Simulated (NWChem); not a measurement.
Everything below was run with NWChem. System: CH₃F, charge 0, spin multiplicity 1, at a geometry optimised with PBE0/def2-SVP. Level: CCSD(T)/cc-pVDZ, 2 core orbitals frozen, spin-restricted.

Part of the output:

```
             Northwest Computational Chemistry Package (NWChem) 7.3.0
             --------------------------------------------------------

                                NWChem Input Module
                                -------------------

 Scaling coordinates for geometry "geometry" by  1.889725989
 (inverse scale =  0.529177249)

                             Geometry "geometry" -> ""
                             -------------------------

 Output coordinates in angstroms (scale by  1.889725989 to convert to a.u.)

  No.       Tag          Charge          X              Y              Z
 ---- ---------------- ---------- -------------- -------------- --------------
    1 C                    6.0000     0.60876500    -0.11064500     0.00000000
    2 F                    9.0000    -0.73267700     0.13316500     0.00000000
    3 H                    1.0000     0.88787400    -0.68785500     0.89720800
    4 H                    1.0000     0.88787400    -0.68785500    -0.89720800
    5 H                    1.0000     1.16575400     0.84109200     0.00000000

 Effective nuclear repulsion energy (a.u.)      37.5329147306

            Nuclear Dipole moment (a.u.)
            ----------------------------
        X                 Y               Z
 ---------------- ---------------- ----------------
    -0.0000018897    -0.0000056692     0.0000000000


 Summary of "ao basis" -> "" (spherical)
 ------------------------------------------------------------------------------
       Tag                 Description            Shells   Functions and Types
 ---------------- ------------------------------  ------  ---------------------
 *                          cc-pvdz                   on all atoms

 Summary of "ao basis" -> "ao basis" (spherical)
 ------------------------------------------------------------------------------
       Tag                 Description            Shells   Functions and Types
 ---------------- ------------------------------  ------  ---------------------
 C                          cc-pvdz                  6       14   3s2p1d
 F                          cc-pvdz                  6       14   3s2p1d
 H                          cc-pvdz                  3        5   2s1p

                                 NWChem SCF Module
                                 -----------------

  ao basis        = "ao basis"
  functions       =    43
  atoms           =     5
  closed shells   =     9
  open shells     =     0
  charge          =   0.00
  wavefunction    = RHF
  use symmetry    = F
  symmetry adapt  = F

 Summary of "ao basis" -> "ao basis" (spherical)
 ------------------------------------------------------------------------------
       Tag                 Description            Shells   Functions and Types
 ---------------- ------------------------------  ------  ---------------------
 C                          cc-pvdz                  6       14   3s2p1d
 F                          cc-pvdz                  6       14   3s2p1d
 H                          cc-pvdz                  3        5   2s1p

 Forming initial guess at       0.1s

      Superposition of Atomic Density Guess
      -------------------------------------

 Sum of atomic energies:        -138.54784930

      Non-variational initial energy
      ------------------------------

 Total energy =    -139.203266
 1-e energy   =    -265.206930
 2-e energy   =      88.470749
 HOMO         =      -0.430966
 LUMO         =       0.130507

 Starting SCF solution at       0.3s

 ----------------------------------------------
         Quadratically convergent ROHF

 Convergence threshold     :          1.000E-07
 Maximum no. of iterations :          100
 Final Fock-matrix accuracy:          1.000E-09
 ----------------------------------------------

              iter       energy          gnorm     gmax       time
             ----- ------------------- --------- --------- --------
                 1     -139.0158803182  7.05D-01  2.66D-01      0.3
                 2     -139.0415688842  2.14D-01  9.62D-02      0.3
                 3     -139.0446592011  1.02D-02  3.51D-03      0.4
                 4     -139.0446691168  6.53D-05  2.16D-05      0.4
                 5     -139.0446691171  5.56D-09  1.75D-09      0.4
[...]
 iter     correlation     delta       rms       T2     Non-T2      Main
             energy      energy      error      ampl     ampl      Block
                                                time     time      time
-------------------------------------------------------------------------
   1     -0.3465696683 -3.466D-01  2.441D-02     0.87     0.00     0.83
   2     -0.3540007280 -7.431D-03  2.942D-02     0.89     0.00     0.86
   3     -0.3551176305 -1.117D-03  4.136D-03     0.77     0.00     0.73
   4     -0.3559760952 -8.585D-04  7.944D-04     0.87     0.00     0.83
   5     -0.3560561858 -8.009D-05  3.216D-04     0.97     0.00     0.93
   6     -0.3560613483 -5.162D-06  2.142D-04     0.92     0.00     0.89
   7     -0.3560626599 -1.312D-06  2.350D-05     0.90     0.00     0.87
   8     -0.3560619036  7.562D-07  2.747D-05     0.92     0.00     0.89
   9     -0.3560619254 -2.172D-08  1.459D-06     0.97     0.00     0.94
  10     -0.3560619849 -5.953D-08  2.128D-06     0.96     0.00     0.93
  11     -0.3560620217 -3.682D-08  5.788D-07     0.88     0.00     0.85
                  *************converged*************
-------------------------------------------------------------------------

 -----------
 CCSD Energy
 -----------
 Reference energy:            -139.044669117103808
 CCSD corr. energy:             -0.356062021715144
 Total CCSD energy:           -139.400731138818941

 --------------------------------
 Spin Component Scaled (SCS) CCSD
 --------------------------------
 Same spin contribution:                 -0.073029625819634
 Same spin scaling factor:                1.130000000000000
 Opposite spin contribution:             -0.283032395895509
 Opposite spin scaling fact.:             1.270000000000000
 SCS-CCSD correlation energy:            -0.441974619963483
 Total SCS-CCSD energy:                -139.486643737067283
 memory            104853364

*********triples calculation*********

nkpass=    1; nvpass=    1; memdrv=          50830; memtrn=         530881; memavail=      104853108
 memory available/node                      104853108
 total number of virtual orbitals        34
 number of virtuals per integral pass    34
 number of integral evaluations           1
 number of occupied per triples pass      7
 number of triples passes                 1

 commencing integral evaluation        1 at          10.51
  symmetry use  F
task         2 out of       231 done   0%  at       0.0 secs
task        12 out of       231 done   5%  at       0.1 secs
task        24 out of       231 done  10%  at       0.1 secs
task        35 out of       231 done  15%  at       0.2 secs
task        47 out of       231 done  20%  at       0.2 secs
task        58 out of       231 done  25%  at       0.2 secs
task        70 out of       231 done  30%  at       0.3 secs
task        81 out of       231 done  35%  at       0.4 secs
task        93 out of       231 done  40%  at       0.4 secs
task       104 out of       231 done  45%  at       0.5 secs
task       116 out of       231 done  50%  at       0.6 secs
task       128 out of       231 done  55%  at       0.6 secs
task       139 out of       231 done  60%  at       0.7 secs
task       151 out of       231 done  65%  at       0.7 secs
task       162 out of       231 done  70%  at       0.7 secs
task       174 out of       231 done  75%  at       0.8 secs
task       185 out of       231 done  80%  at       0.8 secs
task       197 out of       231 done  85%  at       0.8 secs
task       208 out of       231 done  90%  at       0.8 secs
task       220 out of       231 done  95%  at       0.9 secs
task       231 out of       231 done 100%  at       0.9 secs
 commencing triples evaluation - blocking       1
 ccsd(t): done        1 out of       34 progress:    2.9%
 ccsd(t): done        2 out of       34 progress:    5.9%
 ccsd(t): done        3 out of       34 progress:    8.8%
 ccsd(t): done        4 out of       34 progress:   11.8%
 ccsd(t): done        5 out of       34 progress:   14.7%
 ccsd(t): done        6 out of       34 progress:   17.6%
 ccsd(t): done        7 out of       34 progress:   20.6%
 ccsd(t): done        8 out of       34 progress:   23.5%
 ccsd(t): done        9 out of       34 progress:   26.5%
 ccsd(t): done       10 out of       34 progress:   29.4%
 ccsd(t): done       11 out of       34 progress:   32.4%
 ccsd(t): done       12 out of       34 progress:   35.3%
 ccsd(t): done       13 out of       34 progress:   38.2%
 ccsd(t): done       14 out of       34 progress:   41.2%
 ccsd(t): done       15 out of       34 progress:   44.1%
 ccsd(t): done       16 out of       34 progress:   47.1%
 ccsd(t): done       17 out of       34 progress:   50.0%
 ccsd(t): done       18 out of       34 progress:   52.9%
 ccsd(t): done       19 out of       34 progress:   55.9%
 ccsd(t): done       20 out of       34 progress:   58.8%
 ccsd(t): done       21 out of       34 progress:   61.8%
 ccsd(t): done       22 out of       34 progress:   64.7%
 ccsd(t): done       23 out of       34 progress:   67.6%
 ccsd(t): done       24 out of       34 progress:   70.6%
 ccsd(t): done       25 out of       34 progress:   73.5%
 ccsd(t): done       26 out of       34 progress:   76.5%
 ccsd(t): done       27 out of       34 progress:   79.4%
 ccsd(t): done       28 out of       34 progress:   82.4%
 ccsd(t): done       29 out of       34 progress:   85.3%
 ccsd(t): done       30 out of       34 progress:   88.2%
 ccsd(t): done       31 out of       34 progress:   91.2%
 ccsd(t): done       32 out of       34 progress:   94.1%
 ccsd(t): done       33 out of       34 progress:   97.1%
 ccsd(t): done       34 out of       34 progress:  100.0%
 Time for integral evaluation pass     1        0.90
 Time for triples evaluation pass      1        0.37

 pseudo-e(mp4)  -0.69189297524067E-02
 pseudo-e(mp5)   0.46653493847428E-03
        e(t)    -0.64523948139324E-02

 --------------
 CCSD(T) Energy
 --------------
 Reference energy:                    -139.044669117103808

 CCSD corr. energy:                     -0.356062021715144
 T(CCSD) corr. energy:                  -0.006918929752407
 Total CCSD+T(CCSD) energy:           -139.407650068571371

 CCSD corr. energy:                     -0.356062021715144
 (T) corr. energy:                      -0.006452394813932
 Total CCSD(T) energy:                -139.407183533632889

 routine      calls  cpu(0)   cpu-min  cpu-ave  cpu-max   i/o
 aoccsd          1     0.01     0.01     0.01     0.01    0.00
 iterdrv         1     0.03     0.03     0.03     0.03    0.00
 pampt          11     0.04     0.04     0.04     0.04    0.00
 t2pm           11     0.04     0.04     0.04     0.04    0.00
 sxy            11     0.16     0.16     0.16     0.16    0.00
 ints       586971     8.01     8.01     8.01     8.01    0.00
 t2eri        2541     0.97     0.97     0.97     0.97    0.00
 idx2         2541     0.24     0.24     0.24     0.24    0.00
 idx34          11     0.02     0.02     0.02     0.02    0.00
 ht2pm          11     0.07     0.07     0.07     0.07    0.00
 itm            11     0.22     0.22     0.22     0.22    0.00
 pdiis          11     0.01     0.01     0.01     0.01    0.00
 triples         1     0.00     0.00     0.00     0.00    0.00
 rdtrpo          1     0.00     0.00     0.00     0.00    0.00
 trpmos          1     0.90     0.90     0.90     0.90    0.00
 trpdrv          1     0.07     0.07     0.07     0.07    0.00
 dovvv       13328     0.11     0.11     0.11     0.11    0.00
 doooo       13328     0.04     0.04     0.04     0.04    0.00
 tengy       11662     0.14     0.14     0.14     0.14    0.00
 Total                11.08    11.08    11.08    11.08    0.00

 Task  times  cpu:       12.2s     wall:       12.2s

 Total times  cpu:       12.3s     wall:       12.3s
```

Write an NWChem input that would produce this output.

One answer among several that fit: 
```
start mol
memory heap 100 mb stack 700 mb global 1900 mb
geometry units angstroms nocenter noautoz noautosym
  C      0.608765    -0.110645     0.000000
  F     -0.732677     0.133165     0.000000
  H      0.887874    -0.687855     0.897208
  H      0.887874    -0.687855    -0.897208
  H      1.165754     0.841092     0.000000
end
basis spherical
  * library cc-pvdz
end
scf
  rhf
  nopen 0
  maxiter 100
  thresh 1e-7
  semidirect memsize 60000000 filesize 0
end
ccsd
  freeze core 2
  maxiter 60
end
task ccsd(t) energy
```
